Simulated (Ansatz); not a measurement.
# Which is lower?

Two relaxed structures of C2H3O (charge +1), closed shell (PBE0-D4/def2-TZVP; forces vanish, vibrations not checked).

A:

```
atom    x (Å)    y (Å)    z (Å)
  C1  -0.3216   0.3084  -0.1926
  C2   0.6177  -0.5926   0.3700
  O3   1.3539  -1.2980   0.8107
  H4  -0.0737   0.4471  -1.2532
  H5  -1.3241  -0.1260  -0.0835
  H6  -0.2521   1.2612   0.3485
```

B:

C1  (-0.387, 0.371, -0.232)
C2  (1.394, -1.336, 0.835)
O3  (0.635, -0.609, 0.380)
H4  (-0.063, 0.443, -1.267)
H5  (-1.334, -0.139, -0.078)
H6  (-0.245, 1.271, 0.361)
(Å)

Computed with Ansatz 0.2.0 (basis: def2-TZVPP); correlated methods freeze the cores. B3LYP uses VWN-RPA correlation.

(1) Which structure is lower at CCSD(T), and by how much? (An estimate is asked for; the value comes from the calculation.)

T1 diagnostic: at most 0.018.

Results:

(1) By the calculation: A, by 55.19 kcal/mol (electronic energy, against the other). By their contacts, A is C₂H₃O ([CH3][C][O]), total charge +1 and B is C₂H₃O ([C][O][CH3]), total charge +1.

All methods give the same order:

```
   method  E(B) − E(A) (kcal/mol)
   PBE-D4                   63.15
r2SCAN-D4                   62.27
  PBE0-D4                   61.14
 B3LYP-D4                   57.16
  wB97M-V                   55.22
       HF                   44.62
      MP2                   61.99
     CCSD                   54.14
  CCSD(T)                   55.19
```

Labels in which every atom is bracketed show which atoms are joined, not bond orders.

For scale, one of the runs: CCSD(T)/def2-TZVPP, 135 basis functions, launched by `ansatz run in.yaml --threads 2 --pin off --events-out ev --progress --plain --max-ram 4352MiB`. Hardware: 2 CPU threads of an Arm Neoverse V2, shared host. Wall time 8 s; peak host memory 0.73 GiB.
